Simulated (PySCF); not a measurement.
Structure with atom numbers: `[CH3:1][N:2]=[PH3:3]` (H(Xn): hydrogen on atom n).

Geometry: PBE0-D3(BJ)/def2-TZVP; GIAO absolute shieldings from PySCF 2.14.0 with density-fitted response routines, gas phase, non-relativistic, averaged over equivalent atoms.

At B97-2/pcSseg-2 (199 basis functions, 11 s wall time on 1 thread of an Intel Xeon Platinum 8488C, shared host):
| atoms | σ (ppm) |
| --- | --- |
| C1 | 148.6 |
| N2 | 251.8 |
| P3 | 408.4 |
| H(P3) | 24.26 |
| H(C1) | 28.71 |

Question: Estimate the result of repeating the calculation with KT3/pcSseg-2.

Answer: 
```json
{"atoms": "C1", "σ at KT3/pcSseg-2": "145.0", "change": "-3.6"}
{"atoms": "N2", "σ at KT3/pcSseg-2": "240.4", "change": "-11.4"}
{"atoms": "P3", "σ at KT3/pcSseg-2": "429.5", "change": "+21.1"}
{"atoms": "H(P3)", "σ at KT3/pcSseg-2": "24.08", "change": "-0.18"}
{"atoms": "H(C1)", "σ at KT3/pcSseg-2": "28.57", "change": "-0.14"}
```

The largest change is at P3 (phosphorus bonded to N, 3 H). Cost: 199 basis functions, 16 s wall time on 1 thread of an Intel Xeon Platinum 8488C, shared host.
